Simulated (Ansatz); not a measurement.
Molecule: silicon monoxide triplet, SiO, net charge 0, triplet state. This is an excited triplet: at this geometry the singlet lies 4.23 eV lower at wB97M-V/def2-TZVPD. 
Coordinates optimised at B3LYP-D3(BJ)/def2-TZVP (Ansatz, an electronic-structure program):
SMILES: O=[Si]
```xyz
2

Si     0.0000     0.0000    -0.5723
O      0.0000     0.0000     1.0016
```
Charge 0, spin multiplicity 3.

Parts of the frozen-core correlation energy in STO-3G (Ansatz, hartree). Frozen orbitals: 6; correlated occupied orbitals by spin: 6 and 4; virtual: 2 and 4. Open shells are spin-unrestricted. Spin-orbit coupling is left out. Non-relativistic. The program attaches cautions to this run: large difference.

```tsv
term	value
reference (HF)	-359.32020
MP2 opposite-spin	-0.02863
MP2 same-spin	___
CCSD correlation	___
(T)	___
T1 diagnostic	0.024
largest doubles amplitude	0.359
<S^2> of the reference	2.006
```

Some entries are withheld; supply them.


- MP2 same-spin, value: -0.00585
- CCSD correlation, value: -0.05102
- (T), value: -0.00601
